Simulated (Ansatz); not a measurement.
Job for Ansatz (an electronic-structure program): R-PBE/def2-TZVPP on methanethiol (SMILES CS), atoms moved off the minimum.

Ansatz 0.2 input:
```yaml
crystal:
  periodic: [false, false, false]
  atoms:
    - {symbol: C, position_ang: [-1.05421724, -0.48777684, 0.05147823]}
    - {symbol: S, position_ang: [0.52035549, 0.40336279, -0.12726422]}
    - {symbol: H, position_ang: [-1.20012382, -0.98169539, 1.07203751]}
    - {symbol: H, position_ang: [-1.81228702, 0.50558236, -0.01506816]}
    - {symbol: H, position_ang: [-1.17485169, -1.15249708, -0.76797030]}
    - {symbol: H, position_ang: [1.20373449, -0.82685226, 0.03693403]}
basis:
  gaussian:
    orbitals: def2-TZVPP
hamiltonian:
  xc: {name: PBE}
scf: {lower_state_search: off}
output: {forces: true}
```

It printed:

```
Functional definition: PBE
[...]
these checks for a lower state are left out or cut short: stability, starts, cluster_reference, orbital_swaps, neighbouring_geometries, increment
integrals: 0.03 GiB planned
700 factors; their error is unknown
mean field: 0.32 GiB planned
mean field evaluation 1: about -11925.2313 eV, gradient 5.2e1 eV
mean field evaluation 2: about -11912.6570 eV, gradient 7.9e1 eV
mean field evaluation 4: about -11931.5328 eV, gradient 4.4e0 eV
mean field evaluation 8: about -11931.5614 eV, gradient 3.8e-1 eV
mean field evaluation 16: about -11931.5615 eV, gradient 3.0e-4 eV
mean field -11931.56154616 eV, -438.4767993184 hartree, gradient 6.6e-6 eV, S^2 0.000000; 0 other end points of the search recorded, 0 dependent functions left out
the calculation of the forces begins
reference -11931.56157771 eV, -438.4768004778 hartree; 13, 13 occupied and 116, 116 virtual orbitals, 700 factors
Total energy: -11931.56157771 eV, -438.4768004778 hartree
Atom 0 at    -1.054217    -0.487777     0.051478 Å, force    -1.886943     3.468300     1.715859 eV/Å
Atom 1 at     0.520355     0.403363    -0.127264 Å, force     0.906041    -1.895895     0.428556 eV/Å
Atom 2 at    -1.200124    -0.981695     1.072038 Å, force     0.210180     0.604882    -1.241262 eV/Å
Atom 3 at    -1.812287     0.505582    -0.015068 Å, force     1.343834    -2.923498     0.089423 eV/Å
Atom 4 at    -1.174852    -1.152497    -0.767970 Å, force    -0.495607    -0.658619    -0.766611 eV/Å
Atom 5 at     1.203734    -0.826852     0.036934 Å, force    -0.077505     1.404830    -0.225964 eV/Å
Dipole moment:    -0.164550    -0.247702     0.037346 e Å
Checks for a lower state left out: stability, starts, cluster_reference, orbital_swaps, neighbouring_geometries, increment
```

The calculation finished and met its thresholds.

Cost: about 1.0 core-seconds (a rough figure).
